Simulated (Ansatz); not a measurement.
SiH2F2 (SMILES F[SiH2]F): methods side by side

SiH2F2: 5 atoms, total charge 0, spin state singlet. As SMILES, `F[SiH2]F`. Geometry: optimised at wB97X-V/def2-SVP.

```
atom    x (Å)    y (Å)    z (Å)
   F  -1.0957   0.5465   0.9959
  Si  -0.0059  -0.0006  -0.0608
   F   1.2670  -0.5287   0.7788
   H  -0.5925  -1.1411  -0.7964
   H   0.4271   1.1238  -0.9176
```

Each level gives the dissociation energy of the F3–Si2 bond into doublet F and doublet SiH2F (shapes relaxed at wB97X-V/def2-SVP, no zero-point term) (eV). The values are calculated.

```
             level                    kind  program  value (eV)  CPU time (all runs)
     HF/def2-TZVPP            Hartree–Fock   Ansatz        5.30                1.9 s
    PBE/def2-TZVPP                     GGA   Ansatz        6.87                3.9 s
 r2SCAN/def2-TZVPP                meta-GGA   Ansatz        6.81                9.2 s
  B3LYP/def2-TZVPP           global hybrid   Ansatz        6.78                4.6 s
PBE0-D4/def2-TZVPP           global hybrid   Ansatz        6.72                4.4 s
wB97M-V/def2-TZVPP  range-separated hybrid   Ansatz        7.00                 17 s
    MP2/def2-TZVPP     perturbation theory   Ansatz        7.21                2.9 s
```

The values span 5.30 to 7.21 eV. Hartree–Fock misses the correlation of the electron pair that is broken and comes out low. Measured bond enthalpies also hold zero-point and thermal terms, a few tenths of an eV less. CPU times are rough (shared hosts, several kinds of processor): they show what a rung costs within a factor of a few.
